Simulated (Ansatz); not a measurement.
Input for Ansatz (development build ahead of 0.2.0):

```yaml
crystal:
  periodic: [false, false, false]
  atoms:
    - { symbol: Si, position_ang: [0.0, 0.0, -0.14489] }
    - { symbol: H, position_ang: [0.0, 1.18394, 1.01424] }
    - { symbol: H, position_ang: [0.0, -1.18394, 1.01424] }
basis:
  gaussian: { orbitals: cc-pVTZ }
hamiltonian:
  xc: hf
```

The input is written out in the form of the current development build from the run's settings.

The run gave:

| Item | Value |
| --- | --- |
| Converged | yes |
| Total energy | -290.02007 hartree |
| Spin squared of the determinant | 0.000 |
